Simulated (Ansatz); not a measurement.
# B2H2 (singlet): from Hartree-Fock to the top rungs, 6-31G

How much of the correlation energy of B2H2 (singlet) does each wave-function method recover here?

Program: Ansatz 0.2.0, Gaussian basis. Level of theory: 6-31G, core rule «outside noble gas», up to 2 orbitals frozen. These are calculated values, not measurements.

To be run: UHF; CCSD(T) on RHF; CCSD(T) on UHF; BCCD(T) on RHF; CISD; CCSDT(Q) on RHF; CCSDT(Q) on UHF; CISDTQ; CCSDTQ on RHF; CASSCF and MRCISD+Q, 8 electrons in 10 orbitals; CASSCF and MRCISD+Q(relaxed), 8 electrons in 10 orbitals; CASSCF and NEVPT2, 8 electrons in 10 orbitals; Full CI; Full CI in the symmetry of the determinant.

11 further runs of the same task are left out: 3 that didn't finish, 8 set aside as unsound or not needed.

## 1. The geometry

The geometry is a PBE0/def2-TZVP stationary point (not a proven minimum).

4 atoms, charge 0, spin multiplicity 1.

Atoms are counted from 1 here; the program's logs count them from 0.

Bond lengths: B1–B2 1.525 Å, B1–H3 1.176 Å, B2–H4 1.176 Å. Angles: B2–B1–H3 180.0°, B1–B2–H4 180.0°.

## 2. UHF

File in.yaml:

```yaml
crystal:
  periodic: [false, false, false]
  atoms:
    - {symbol: B, position_ang: [0.000000, 0.000000, 0.762520]}
    - {symbol: B, position_ang: [0.000000, 0.000000, -0.762520]}
    - {symbol: H, position_ang: [0.000000, 0.000000, 1.938254]}
    - {symbol: H, position_ang: [0.000000, 0.000000, -1.938254]}
basis:
  gaussian: {orbitals: 6-31G}
magnetization: {spin_polarized: true, initial_magnetization: 0}
hamiltonian: {xc: hf}
output: {orbitals: {seedname: orbitals}}
```

Launch:

```console
ansatz run in.yaml --threads 1 --pin off --events-out ev --progress --plain --max-ram 2393MiB
```

Further steps of the session: CCSD(T) on RHF; CCSD(T) on UHF; BCCD(T) on RHF; CISD; CCSDT(Q) on RHF; CCSDT(Q) on UHF; CISDTQ; CCSDTQ on RHF; CASSCF and MRCISD+Q, 8 electrons in 10 orbitals; CASSCF and MRCISD+Q(relaxed), 8 electrons in 10 orbitals; CASSCF and NEVPT2, 8 electrons in 10 orbitals; Full CI; Full CI in the symmetry of the determinant.

**Question.** What will the summary of the whole plan be? Wanted: FCI below the RHF energy; RMP2 from FCI; RCCSD from FCI; RCCSD(T) from FCI; RCCSDT(Q) from FCI; NEVPT2 valence from FCI; MRCISD+Q valence from FCI; MRCISD+Q(relaxed) valence from FCI; T1 diagnostic.

The runs gave:

| quantity | value |
| --- | --- |
| FCI below the RHF energy | -3.4432 eV |
| RMP2 from FCI | +993.7 meV |
| RCCSD from FCI | +218.5 meV |
| RCCSD(T) from FCI | +128.3 meV |
| RCCSDT(Q) from FCI | -4.1 meV |
| NEVPT2 valence from FCI | +238.2 meV |
| MRCISD+Q valence from FCI | +4.7 meV |
| MRCISD+Q(relaxed) valence from FCI | -0.9 meV |
| levels within 1 kcal/mol (43 meV) | RCCSDT, CISDTQ, RCCSDT(Q), RCCSDTQ, MRCISD valence, MRCISD+Q valence, MRCISD+Q(relaxed) valence |
| T1 diagnostic | 0.011 |
| effectively unpaired electrons | 2.03 |

RCCSD(T) lands +128.3 meV from the yardstick (3.7 % of the correlation energy). RCCSDT(Q) falls below full CI, which methods that aren't variational can do. With 2.0 effectively unpaired electrons against 0 the state is strongly multireference. Coupled cluster on one determinant still stays close here. Of the multireference levels listed MRCISD+Q(relaxed) valence comes nearest in total energy (-0.9 meV), which doesn't show that its space is the better one. These misses are within one basis, not against nature.
